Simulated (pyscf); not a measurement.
Optimised with ωB97X-D3(BJ)/def2-SVP in PySCF. Correlated levels are frozen-core, on RHF or UHF. ΔMP2 is the change of the MP2 total energy from the triple- to the quadruple-zeta basis.

**Question.** PBE/def2-TZVP puts the barrier of HO–PH–SiH₃ (SMILES OP[SiH3]) → H₂Si=PH (SMILES [SiH2]=P) + H₂O (SMILES O) (elimination; singlet surface; O–P, H–Si broken, H–O formed) at 196.4 kJ/mol and the reaction energy at +106.5 kJ/mol, from the reactant's lowest minimum found. What do PBE0-D3(BJ)/def2-TZVP, ωB97M-D3(BJ)/def2-TZVP, CCSD(T)/def2-TZVPP + ΔMP2(QZVPP) give on the same structures?

**Answer.** PBE0-D3(BJ): ΔE‡ = 219.1 kJ/mol, ΔE = +120.2 kJ/mol; ωB97M-D3(BJ): ΔE‡ = 231.3 kJ/mol, ΔE = +121.7 kJ/mol; CCSD(T): ΔE‡ = 235.2 kJ/mol, ΔE = +102.8 kJ/mol. PBE's barrier lies under all of them, by 22.7 to 38.8 kJ/mol. Its reaction energy lies among theirs. Low barriers are usual for a GGA, whose delocalisation error favours stretched bonds. The products may also form a dative adduct at H₂Si=PH; it and routes through it were not searched. HO–PH–SiH₃ lies 113.8 kJ/mol over its isomer HO–SiH₂–PH₂, and others may lie lower still (electronic energy, ωB97M-D3(BJ)). One saddle was located; it need not be the lowest between these sides. The CCSD(T) − MP2 part came from Ansatz, without density fitting, on the same reference.
